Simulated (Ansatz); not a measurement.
`[AlH3]`, relaxed with RKS PBE0-D4/def2-TZVP in Ansatz 0.2.0 from a PBE-D4/def2-SVP geometry. The force threshold is 0.005 eV/Å; the program also tests the step.

The species carries charge 0 and has multiplicity 1.

Start:

```xyz
4

Al    0.000    0.000   -0.001
H     0.984    0.748   -1.018
H    -1.133    0.827    0.772
H     0.149   -1.575    0.246
```

```csv
step,energy (eV),largest force (eV/Å),largest move (Å)
1,-6641.7392,0.180,0.000
2,-6641.7438,0.019,0.014
3,-6641.7439,0.002,0.002
```

End:

```xyz
4

Al    0.000    0.000    0.000
H     0.974    0.741   -1.009
H    -1.122    0.819    0.765
H     0.148   -1.560    0.244
```

Hardware: 2 threads of a server CPU on a shared host. Wall time 1.1 s, peak host memory 0.11 GiB.
